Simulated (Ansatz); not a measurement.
# AlH3F− (SMILES [H][Al-]([H])([H])[F]): the energy, rung by rung

The species is AlH3F− (5 atoms), meant as a singlet with charge -1. As SMILES, `[H][Al-]([H])([H])[F]`. The shape comes from GFN2-xTB, which is rough for such elements, and wasn't checked as a minimum.

```
atom    x (Å)    y (Å)    z (Å)
  Al  -0.0006   0.0002  -0.0375
   F   0.0114  -0.0193   1.6579
   H   1.5299   0.0115  -0.5503
   H  -0.7746   1.3326  -0.5198
   H  -0.7662  -1.3250  -0.5502
```

Quantity: the energy change with the Al1–H3 bond stretched from 1.614 to 2.421 Å, in eV. The values are calculated.

| level | kind | program | value (eV) | less FCI/STO-3G | CPU time (all runs) |
| --- | --- | --- | --- | --- | --- |
| SVWN5/STO-3G (restricted) | LDA | Ansatz | 2.67 | -0.46 | 1 s |
| BLYP/STO-3G (restricted) | GGA | Ansatz | 2.45 | -0.68 | 1.6 s |
| r2SCAN/STO-3G (restricted) | meta-GGA | Ansatz | 2.74 | -0.39 | 3.6 s |
| BHLYP/STO-3G (restricted) | global hybrid | Ansatz | 3.20 | +0.07 | 1.4 s |
| wB97M-V/STO-3G (restricted) | range-separated hybrid | Ansatz | 2.99 | -0.14 | 24 s |
| B2PLYP/STO-3G (restricted) | double hybrid | Ansatz | 3.01 | -0.12 | 2 s |
| MP2/STO-3G (restricted) | perturbation theory | Ansatz | 3.31 | +0.18 | 0.15 s |
| CCSDT/STO-3G (restricted) | coupled cluster or CI | Ansatz | 3.13 | 0.00 | 0.31 s |
| CCSDTQ/STO-3G (restricted) | coupled cluster or CI | Ansatz | 3.13 | 0.00 | 4.6 s |
| FCI/STO-3G | exact in the basis | Ansatz | 3.13 | 0.00 | 0.79 s |

FCI/STO-3G is exact within its basis and frozen core, so for wave-function methods in that basis the difference is their error; functionals converge differently with the basis, so for them it is only a difference. Sets without diffuse functions describe the anion poorly. The first shape isn't each level's own minimum. The values span 2.45 to 3.31 eV. All rows use very small basis sets, so even the best lies far from the true value. CPU times are rough (shared hosts, several kinds of processor): they show what a rung costs within a factor of a few.
